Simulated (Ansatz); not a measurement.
**C2H2O3: small, medium and large basis sets**

Aim: see how fast density functionals converge with the basis set for C2H2O3.

The runs use Ansatz 0.2.0, Gaussian basis; one geometry, several basis sets.

Levels to be run: PBE0-D4/def2-SVP; ωB97M-V/def2-SVP; PBE0-D4/def2-QZVPP; ωB97M-V/def2-QZVPP; the functionals' def2-TZVPP values are taken from earlier runs.

## Step 1: Structure used throughout

The geometry comes from an earlier relaxation with PBE0-D4 in a triple-zeta def2 set; it is a stationary point, not always the lowest conformer.

SMILES `O=COC=O`, 7 atoms, charge 0, spin multiplicity 1.

Atoms are counted from 1 here; the program's logs count them from 0.

Bond lengths: O1–C2 1.182 Å, C2–O3 1.374 Å, C2–H6 1.099 Å, O3–C4 1.374 Å, C4–O5 1.182 Å, C4–H7 1.099 Å. Angles: O1–C2–O3 126.2°, O1–C2–H6 126.0°, O3–C2–H6 107.7°, C2–O3–C4 122.0°, O3–C4–O5 126.2°, O3–C4–H7 107.7°, O5–C4–H7 126.0°.

## Step 2: PBE0-D4 in def2-SVP

in.yaml reads:

```yaml
crystal:
  periodic: [false, false, false]
  atoms:
    - {symbol: O, position_ang: [0.032209, 0.442863, 1.731494]}
    - {symbol: C, position_ang: [0.208559, -0.516375, 1.064589]}
    - {symbol: O, position_ang: [0.326449, -0.542889, -0.303982]}
    - {symbol: C, position_ang: [-0.171037, 0.463296, -1.096392]}
    - {symbol: O, position_ang: [-1.022934, 1.227276, -0.802115]}
    - {symbol: H, position_ang: [0.356898, -1.541185, 1.432528]}
    - {symbol: H, position_ang: [0.331156, 0.399015, -2.071721]}
basis:
  gaussian: {orbitals: def2-SVP}
hamiltonian: {xc: pbe0, dispersion: d4}
output: {orbitals: {seedname: orbitals}}
```

The run is started by

```bash
$ ansatz run in.yaml --threads 2 --pin off --events-out ev --progress --plain --max-ram 4352MiB
```

After this run come: ωB97M-V in def2-SVP; PBE0-D4 in def2-QZVPP; ωB97M-V in def2-QZVPP.

Q: Predict the results of all the runs planned. Wanted: PBE0-D4: double and triple zeta above quadruple; ωB97M-V: double and triple zeta above quadruple.

As calculated:

| quantity | value |
| --- | --- |
| PBE0-D4: double and triple zeta above quadruple | 10.03, 0.43 eV |
| ωB97M-V: double and triple zeta above quadruple | 10.27, 0.41 eV |

**Reading.** For PBE0-D4 the step from double to triple zeta gains 9.60 eV and the next only 0.43 eV. These are total energies; as a rule much of such shifts cancels in differences, which this series doesn't test.
